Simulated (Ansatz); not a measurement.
# C2H7NO2: the cost of one run

Method: RKS PBE0/def2-SVP, in Ansatz 0.2.0.

## 1. The structure to begin with

Bond lengths: C1–N2 1.428 Å, N2–C3 1.447 Å, C3–O4 1.303 Å, C3–O5 1.403 Å, C1–H6 1.110 Å, C1–H7 1.134 Å, C1–H8 1.042 Å, N2–H9 1.037 Å, C3–H10 1.095 Å, O4–H11 1.045 Å, O5–H12 0.951 Å. Angles (14 of 17 angles, heavy atoms first): C1–N2–C3 114.9°, N2–C3–O4 113.0°, N2–C3–O5 110.6°, O4–C3–O5 109.2°, C1–N2–H9 102.2°, C3–N2–H9 108.0°, N2–C1–H6 114.6°, N2–C1–H7 110.5°, N2–C1–H8 112.6°, N2–C3–H10 107.8°, O4–C3–H10 109.6°, O5–C3–H10 106.4°, C3–O4–H11 102.4°, C3–O5–H12 105.3°.

Coordinates:

```xyz
12

C    -0.4901   -0.2626    1.3208
N     0.1677   -0.8792    0.2133
C     0.3972   -0.0085   -0.9196
O    -0.6867    0.2401   -1.5982
O     0.9689    1.2027   -0.5021
H     0.0539    0.6004    1.7592
H    -1.4780    0.1889    0.9958
H    -0.7008   -0.9371    2.0872
H     1.0891   -1.1288    0.6179
H     1.1347   -0.4910   -1.5692
H    -1.4063   -0.3164   -1.0837
H     1.0274    1.7363   -1.2875
```

## 2. Relaxing end A

Input file input.yaml:

```yaml
crystal:
  periodic: [false, false, false]
  atoms:
    - { symbol: C, position_ang: [-0.4901, -0.2626, 1.3208] }
    - { symbol: "N", position_ang: [0.1677, -0.8792, 0.2133] }
    - { symbol: C, position_ang: [0.3972, -0.0085, -0.9196] }
    - { symbol: O, position_ang: [-0.6867, 0.2401, -1.5982] }
    - { symbol: O, position_ang: [0.9689, 1.2027, -0.5021] }
    - { symbol: H, position_ang: [0.0539, 0.6004, 1.7592] }
    - { symbol: H, position_ang: [-1.478, 0.1889, 0.9958] }
    - { symbol: H, position_ang: [-0.7008, -0.9371, 2.0872] }
    - { symbol: H, position_ang: [1.0891, -1.1288, 0.6179] }
    - { symbol: H, position_ang: [1.1347, -0.491, -1.5692] }
    - { symbol: H, position_ang: [-1.4063, -0.3164, -1.0837] }
    - { symbol: H, position_ang: [1.0274, 1.7363, -1.2875] }
basis:
  gaussian: { orbitals: def2-SVP }
hamiltonian:
  xc: pbe0
relax:
  f_tol: 0.015
  max_steps: 40
```

On the command line:

```
$ ansatz run input.yaml --threads 2 --pin off --max-ram 3072MiB --backend cpu --events-out ev --progress --plain --runs-dir out
```

What time and memory should one allow on 2 threads of INTEL XEON PLATINUM 8581C at 2.30GHz (Emerald Rapids), shared host?

About 18 s, with a peak of 0.24 GiB.
